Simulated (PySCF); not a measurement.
# Si3H8 (trisilane) at 6 levels

We compute a comparison of 6 runs (HF/3-21G, B2PLYP/6-31G*, B3LYP/6-31G*, M06-2X/6-31G*, wB97X/6-31G*, SCS-MP2/6-31G*) of Si3H8 (trisilane). Input form: a Python script.

Program for the calculation: PySCF 2.14.0.

1 further run of the same task is left out (set aside as unsound or not needed).

### Step 1. The molecule

The species is Si3H8 (11 atoms), meant as a singlet with charge 0. SMILES: `[SiH3][SiH2][SiH3]`. The coordinates come from a PBE0-D4/def2-TZVP relaxation.

Bond lengths: Si1–Si2 2.338 Å, Si2–Si3 2.338 Å, Si1–H4 1.488 Å, Si1–H5 1.488 Å, Si1–H6 1.488 Å, Si2–H7 1.490 Å, Si2–H8 1.490 Å, Si3–H9 1.488 Å, Si3–H10 1.488 Å, Si3–H11 1.488 Å. Some angles: Si1–Si2–Si3 110.4°, Si1–Si2–H7 109.6°, Si1–Si2–H8 109.6°, Si3–Si2–H7 109.6°, Si3–Si2–H8 109.6°, Si2–Si1–H4 111.2°, Si2–Si1–H5 109.8°, Si2–Si1–H6 109.8°, Si2–Si3–H9 109.8°, Si2–Si3–H10 109.8°.

### Step 2. The energy at HF/3-21G (run 1)

Input file run.py:

```python
from pyscf import gto

mol = gto.M(
    atom='''
Si      -1.292570       1.366730      -0.525270
Si      -0.462570      -0.807300      -0.296320
Si       1.631930      -0.774400       0.742750
H       -2.625850       1.367720      -1.185120
H       -0.354030       2.180440      -1.344070
H       -1.422540       2.000090       0.814640
H       -0.343400      -1.440160      -1.640160
H       -1.410380      -1.620800       0.516390
H        1.515950      -0.154940       2.090430
H        2.583820       0.031780      -0.068050
H        2.179610      -2.149160       0.894770
''',
    basis='3-21g',
    spin=0,
    verbose=3,
    max_memory=1860,
)

calc0 = mol.RHF()
calc0.conv_tol = 1e-10
calc0.kernel()
if not calc0.converged:
    calc0 = calc0.newton().run(calc0.mo_coeff, calc0.mo_occ)

e_tot = calc0.e_tot
print('Final energy', e_tot)
```

Launch:

```
$ OMP_NUM_THREADS=1 python run.py
```

Standard output:

```text
converged SCF energy = -866.798793582166
Final energy -866.7987935821661
```

Wall time 1.1 s (1 thread of Arm Neoverse V1, shared host); peak memory 0.12 GiB.

### Step 3. The energy at B2PLYP/6-31G(d) (spherical functions) (run 2)

Input file job.py:

```python
# [SiH3][SiH2][SiH3]
from pyscf import gto, dft, mp

mol = gto.Mole()
mol.atom = '''
Si    -2.442603     2.582745    -0.992616
Si    -0.874131    -1.525576    -0.559964
Si     3.083901    -1.463404     1.403594
H     -4.962137     2.584616    -2.239552
H     -0.669020     4.120434    -2.539924
H     -2.688211     3.779622     1.539446
H     -0.648932    -2.721508    -3.099453
H     -2.665232    -3.062868     0.975836
H      2.864730    -0.292794     3.950340
H      4.882712     0.060055    -0.128596
H      4.118866    -4.061324     1.690870
'''
mol.max_memory = 1860
mol.basis = '6-31g*'
mol.unit = 'bohr'
mol.verbose = 3
mol.build()

mf = dft.RKS(mol, xc='0.53*HF + 0.47*B88, 0.73*LYP')
mf.conv_tol = 1e-10
mf.grids.level = 5
mf.kernel()
if not mf.converged:
    mf = mf.newton().run(mf.mo_coeff, mf.mo_occ)

pt = mp.MP2(mf, frozen=15).run()
e_final = mf.e_tot + 0.27 * pt.e_corr
print('PT2 part  %.8f' % (0.27 * pt.e_corr))
print('Final energy', e_final)
```

Launch:

```
$ OMP_NUM_THREADS=1 python job.py
```

Standard output:

```text
converged SCF energy = -872.701771091764
E(RMP2) = -873.005184470459  E_corr = -0.303413378694633
E(SCS-RMP2) = -873.022847028209  E_corr = -0.321075936444616
PT2 part  -0.08192161
Final energy -872.7836927040119
```

Wall time 16 s (1 thread of Arm Neoverse V1, shared host); peak memory 0.37 GiB.

Runs 3 to 5 aren't shown in full; the table further down has their settings and results.

### Step 4. The energy at SCS-MP2/6-31G(d) (spherical functions) (run 6)

Input file start.xyz:

```xyz
11
H8Si3
Si    -1.292570     1.366730    -0.525270
Si    -0.462570    -0.807300    -0.296320
Si     1.631930    -0.774400     0.742750
H     -2.625850     1.367720    -1.185120
H     -0.354030     2.180440    -1.344070
H     -1.422540     2.000090     0.814640
H     -0.343400    -1.440160    -1.640160
H     -1.410380    -1.620800     0.516390
H      1.515950    -0.154940     2.090430
H      2.583820     0.031780    -0.068050
H      2.179610    -2.149160     0.894770
```

Input file job.py:

```python
from pyscf import gto, scf, mp

molecule = gto.M(
    atom='start.xyz',
    basis='6-31g*',
    verbose=3,
    spin=0,
    max_memory=1860,
    charge=0,
)

myscf = scf.RHF(molecule)
myscf.conv_tol = 1e-10
myscf.kernel()
if not myscf.converged:
    myscf = myscf.newton().run(myscf.mo_coeff, myscf.mo_occ)

pt = mp.MP2(myscf, frozen=15).run()
e_final = myscf.e_tot + 1.2 * pt.e_corr_os + pt.e_corr_ss / 3
print('E = %.10f Eh' % e_final)
```

Launch:

```
$ OMP_NUM_THREADS=1 python job.py
```

Standard output:

```text
converged SCF energy = -871.382498469639
E(RMP2) = -871.620586108339  E_corr = -0.238087638699847
E(SCS-RMP2) = -871.635679848428  E_corr = -0.253181378789052
E = -871.6356798484 Eh
```

It took 2 s on 1 thread of Arm Neoverse V1, shared host; peak memory 0.15 GiB.

### Step 5. Overview of the runs

```csv
run,level,frozen core orbitals,integration grid,energy (Eh),dipole moment (D) of the reference,HOMO energy (eV),LUMO energy (eV),wall time
1,HF/3-21G,–,–,-866.798794,0.05,-10.53,3.30,1.1 s
2,B2PLYP/6-31G* (spherical functions),15,5,-872.783693,0.09,-8.86,1.36,16 s
3,B3LYP/6-31G* (spherical functions),–,5,-873.277404,0.09,-7.74,0.02,17 s
4,M06-2X/6-31G* (spherical functions),–,5,-873.113298,0.07,-8.91,0.91,30 s
5,wB97X/6-31G* (spherical functions),–,5,-873.196349,0.07,-10.20,2.14,29 s
6,SCS-MP2/6-31G* (spherical functions),15,–,-871.635680,0.10,-10.47,3.26,2 s
```

### Step 6. Results

```
                                           quantity          value
                                run 6: total energy  -871.63568 Eh
        run 6: dipole moment (Hartree–Fock density)         0.10 D
         run 6: HOMO energy (Hartree–Fock orbitals)      -10.47 eV
         run 6: LUMO energy (Hartree–Fock orbitals)        3.26 eV
       run 6: HOMO–LUMO gap (Hartree–Fock orbitals)       13.74 eV
run 6: correlation energy (15 core orbitals frozen)     -253.2 mEh
```

What this shows: Over runs 1, 2, 3, 4, 5 the dipole moment (its size) runs from 0.05 D (HF/3-21G) to 0.09 D (B2PLYP/6-31G*). The two ends differ in method and basis. A double hybrid's value is that of its SCF part. Over runs 1, 2, 3, 4, 5 the HOMO–LUMO gap runs from 7.76 eV (B3LYP/6-31G*) to 13.82 eV (HF/3-21G). Totals of different functionals can't be ranked against each other. All runs together took 95 s, the longest 30 s.
